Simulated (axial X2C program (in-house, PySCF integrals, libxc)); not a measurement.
How long does CS take?

A bond scan computed with an axial X2C code built on PySCF integrals. Basis: S dyall-av4z [10s9p4d3f2g], C dyall-v4z [8s7p3d2f1g] (cores contracted in-house).

Input:
```json
{"zs": [16, 6], "q": 0, "bas": ["dyall-av4z", "dyall-v4z"], "levels": ["PBE0", "HF", "r2SCAN0", "B97-3", "BLYP"], "cc": true, "r0": 1.61, "thr": -2.0, "nmax": 180}
```
```bash
python so2c.py task.json out
```

Keys: zs atomic numbers; q charge; bas basis sets; levels methods; cc coupled cluster on or off; r0 starting distance in Å; thr threshold in hartree for freezing inner shells (an s shell follows its p shell); nmax most natural virtual spinors. HF also brings MP2.

Hardware: 2 threads of Intel(R) Xeon(R) Platinum 8488C (Sapphire Rapids), on a shared host.

Wall time of one point of each curve, integrals apart:

```
Hamiltonian                                 level  points  seconds a point
  spin-free                                  PBE0      12             0.17
  spin-free                                    HF      12            0.055
  spin-free  CCSD(T) (10 electrons, 152 virtuals)       7               13
  spin-free                               r2SCAN0      12             0.27
  spin-free                                 B97-3      12             0.18
  spin-free                                  BLYP      12             0.17
         2c                                  PBE0      12             0.19
         2c                                    HF      12              0.1
         2c  CCSD(T) (10 electrons, 150 virtuals)       7               12
         2c                               r2SCAN0      12              0.3
         2c                                 B97-3      12             0.21
         2c                                  BLYP      12             0.18
```

The rest:

Search with its distance optimisation 9.3 s, atoms 12 s, whole task 220 s. Coupled cluster runs on the points near the minimum only. The program drops outer points, and coupled cluster, when its time limit (not in the input) nears; MP2, further determinants and curves that did not converge are not in the table.
